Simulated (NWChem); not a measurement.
System: CHO cation

Here is an NWChem input.

```
start job
memory heap 200 mb stack 900 mb global 1100 mb
charge 1
geometry units angstroms noautoz
  C      0.000000     0.000000    -0.508590
  O      0.000000     0.000000     0.595818
  H      0.000000     0.000000    -1.619825
end
basis spherical
  C library aug-pcseg-1
  O library aug-pcseg-1
  H library aug-pcseg-1
end
dft
  xc b3lyp
  iterations 150
  mulliken
end
task dft gradient
```

Parts of the log:

```
             Northwest Computational Chemistry Package (NWChem) 7.3.0
             --------------------------------------------------------

 ORDER OF PRIMARY AXIS IS BEING SET TO 4
 C4V symmetry detected

                             Geometry "geometry" -> ""
                             -------------------------

 Output coordinates in angstroms (scale by  1.889725989 to convert to a.u.)

  No.       Tag          Charge          X              Y              Z
 ---- ---------------- ---------- -------------- -------------- --------------
    1 C                    6.0000     0.00000000     0.00000000    -0.51493527
    2 O                    8.0000     0.00000000     0.00000000     0.58947273
    3 H                    1.0000     0.00000000     0.00000000    -1.62617027

 Effective nuclear repulsion energy (a.u.)      27.7671403294

      Symmetry information
      --------------------

 Group name             C4v
 Group number             18
 Group order               8
 No. of unique centers     3

                                 NWChem DFT Module
                                 -----------------

 Summary of "ao basis" -> "ao basis" (spherical)
 ------------------------------------------------------------------------------
       Tag                 Description            Shells   Functions and Types
 ---------------- ------------------------------  ------  ---------------------
 C                        aug-pcseg-1                9       23   4s3p2d
 O                        aug-pcseg-1                9       23   4s3p2d
 H                        aug-pcseg-1                5        9   3s2p

      Symmetry analysis of basis
      --------------------------

        a1         23
        a2          0
        b1          4
        b2          4
        e          24

            General Information
            -------------------
          SCF calculation type: DFT
          Wavefunction type:  closed shell.
          No. of atoms     :     3
          No. of electrons :    14
           Alpha electrons :     7
            Beta electrons :     7
          Charge           :     1
          Spin multiplicity:     1
          Use of symmetry is: on ; symmetry adaption is: on
          Maximum number of iterations: 150
          AO basis - number of functions:    55
                     number of shells:    23
          Convergence on energy requested:  1.00D-06
          Convergence on density requested:  1.00D-05
          Convergence on gradient requested:  5.00D-04

              XC Information
              --------------
                         B3LYP Method XC Potential
                     Hartree-Fock (Exact) Exchange  0.200
                        Slater Exchange Functional  0.800 local
                    Becke 1988 Exchange Functional  0.720 non-local
              Lee-Yang-Parr Correlation Functional  0.810
                  VWN I RPA Correlation Functional  0.190 local

             Grid Information
             ----------------
          Grid used for XC integration:  medium
          Radial quadrature: Mura-Knowles
          Angular quadrature: Lebedev.
          Tag              B.-S. Rad. Rad. Pts. Rad. Cut. Ang. Pts.
          ---              ---------- --------- --------- ---------
          C                   0.70       49          11.0       434
          O                   0.60       49          12.0       434
          H                   0.35       45          11.0       434
          Grid pruning is: on
          Number of quadrature shells:   143
          Spatial weights used:  Erf1

      Superposition of Atomic Density Guess
      -------------------------------------

 Sum of atomic energies:        -112.88587792

 Renormalizing density from      15.00 to     14

      Non-variational initial energy
      ------------------------------

 Total energy =    -108.308198
 1-e energy   =    -194.241537
 2-e energy   =      58.166198
 HOMO         =      -1.129694
 LUMO         =      -0.474600

      Symmetry analysis of molecular orbitals - initial
      -------------------------------------------------

 !! scf_movecs_sym_adapt:    8 vectors were symmetry contaminated

  Symmetry fudging

 !! scf_movecs_sym_adapt:    8 vectors were symmetry contaminated

  Numbering of irreducible representations:

     1 a1          2 a2          3 b1          4 b2          5 e

  Orbital symmetries:

     1 a1          2 a1          3 a1          4 a1          5 e
     6 e           7 a1          8 e           9 e          10 a1
    11 a1         12 e          13 e          14 a1         15 a1
    16 e          17 e

     ---------------------------------------------
      Total Density - Mulliken Population Analysis
     ---------------------------------------------

    Atom       Charge   Shell Charges
 -----------   ------   -------------------------------------------------------
    1 C    6     4.64   2.00  0.91  0.50  0.03  1.27 -0.06  0.00  0.07 -0.09
    2 O    8     8.88   2.00  1.07  0.80  0.00  3.55  1.33  0.05  0.03  0.04
    3 H    1     0.48   0.48  0.04 -0.01  0.02 -0.04

   convergence    iter        energy       DeltaE   RMS-Dens  Diis-err
 ---------------- ----- ----------------- --------- --------- ---------
 d= 0,ls=0.0,diis     1   -113.2336566772 -1.41D+02  4.45D-02  3.01D+00
 d= 0,ls=0.0,diis     2   -111.6522284469  1.58D+00  3.59D-02  1.66D+01
 d= 0,ls=0.0,diis     3   -113.5245462004 -1.87D+00  3.14D-03  5.71D-02
 d= 0,ls=0.0,diis     4   -113.5311332329 -6.59D-03  7.51D-04  4.14D-03
 d= 0,ls=0.0,diis     5   -113.5316443181 -5.11D-04  3.64D-05  2.10D-05
  Resetting Diis
 d= 0,ls=0.0,diis     6   -113.5316459521 -1.63D-06  8.94D-06  2.67D-06
 d= 0,ls=0.0,diis     7   -113.5316461737 -2.22D-07  1.08D-05  1.79D-07
 d= 0,ls=0.0,diis     8   -113.5316460813  9.24D-08  7.37D-06  1.18D-06

         Total DFT energy =     -113.531646081315
      One electron energy =     -203.764064282987
           Coulomb energy =       76.419754677044
    Exchange-Corr. energy =      -13.954476804805
 Nuclear repulsion energy =       27.767140329434

 Numeric. integr. density =       13.999999948209

                  Occupations of the irreducible representations
                  ----------------------------------------------

                     irrep           alpha         beta
                     --------     --------     --------
                     a1                5.0          5.0
                     a2                0.0          0.0
                     b1                0.0          0.0
                     b2                0.0          0.0
                     e                 2.0          2.0

                       DFT Final Molecular Orbital Analysis
                       ------------------------------------

 Vector    5  Occ=2.000000D+00  E=-8.765843D-01  Symmetry=a1
              MO Center= -6.9D-15, -2.9D-14,  4.7D-01, r^2= 9.8D-01
   Bfn.  Coefficient  Atom+Function         Bfn.  Coefficient  Atom+Function
  ----- ------------  ---------------      ----- ------------  ---------------
    30      0.546353  2 O  pz                26      0.388824  2 O  s
     7     -0.364554  1 C  pz                25      0.232486  2 O  s
    33      0.197471  2 O  pz                47      0.180703  3 H  s
    24     -0.105428  2 O  s                  2     -0.088630  1 C  s
    27      0.061397  2 O  s                 10     -0.055750  1 C  pz

 Vector    6  Occ=2.000000D+00  E=-8.283037D-01  Symmetry=e
              MO Center=  5.9D-15,  2.5D-14,  2.3D-01, r^2= 7.7D-01
   Bfn.  Coefficient  Atom+Function         Bfn.  Coefficient  Atom+Function
  ----- ------------  ---------------      ----- ------------  ---------------
    29      0.549574  2 O  py                 6      0.377298  1 C  py
    32      0.333150  2 O  py                28      0.131825  2 O  px
     5      0.090502  1 C  px                31      0.079912  2 O  px
    20     -0.060252  1 C  d -1              35      0.050533  2 O  py
    43     -0.046870  2 O  d -1               9      0.044171  1 C  py

 Vector    7  Occ=2.000000D+00  E=-8.283037D-01  Symmetry=e
              MO Center= -1.3D-15,  3.4D-16,  2.3D-01, r^2= 7.7D-01
   Bfn.  Coefficient  Atom+Function         Bfn.  Coefficient  Atom+Function
  ----- ------------  ---------------      ----- ------------  ---------------
    28      0.549574  2 O  px                 5      0.377298  1 C  px
    31      0.333150  2 O  px                29     -0.131825  2 O  py
     6     -0.090502  1 C  py                32     -0.079912  2 O  py
    22      0.060252  1 C  d  1              34      0.050533  2 O  px
    45      0.046870  2 O  d  1               8      0.044171  1 C  px

 Vector    8  Occ=0.000000D+00  E=-3.831380D-01  Symmetry=e
              MO Center= -4.4D-16,  3.0D-16, -3.1D-01, r^2= 1.4D+00
   Bfn.  Coefficient  Atom+Function         Bfn.  Coefficient  Atom+Function
  ----- ------------  ---------------      ----- ------------  ---------------
     6      0.508033  1 C  py                 9      0.487755  1 C  py
    29     -0.381073  2 O  py                 5     -0.325669  1 C  px
    32     -0.317264  2 O  py                 8     -0.312670  1 C  px
    28      0.244283  2 O  px                31      0.203379  2 O  px
    20     -0.086521  1 C  d -1              35     -0.070648  2 O  py

[...]

                         DFT ENERGY GRADIENTS

    atom               coordinates                        gradient
                 x          y          z           x          y          z
   1 C       0.000000   0.000000  -0.973087    0.000000   0.000000   0.015725
   2 O       0.000000   0.000000   1.113942    0.000000   0.000000  -0.011743
   3 H       0.000000   0.000000  -3.073016    0.000000   0.000000  -0.003982
```

Level: B3LYP/aug-pcseg-1. Coordinates come from a PBE0/def2-SVP optimisation.
